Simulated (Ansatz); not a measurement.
silicon monoxide cation (OSi), SMILES O=[Si] (connectivity only; charge and spin as stated), charge +1, multiplicity 2.

Coordinates come from a B3LYP-D3(BJ)/def2-TZVPD optimisation. The multiplicity is an assumed one; other spin states were not compared.

Two levels are set side by side: PBE/def2-TZVPD (Ansatz, a program for electronic structure) and ωB97X-V/def2-TZVPD (Ansatz). Energy differences of separate SCF runs at the same geometry; the states with an electron removed or added have multiplicity 3 and 1. Differences are taken from unrounded values.

```csv
quantity,PBE
vertical ionisation energy (eV),20.68
vertical electron affinity (eV),11.31
```

Question: These are the PBE values. What does ωB97X-V give? (Estimate from the structure and the level; the computed values follow.)

Answer: 
```tsv
quantity	ωB97X-V	PBE minus ωB97X-V
vertical ionisation energy (eV)	20.33	0.34
vertical electron affinity (eV)	11.54	-0.23
```
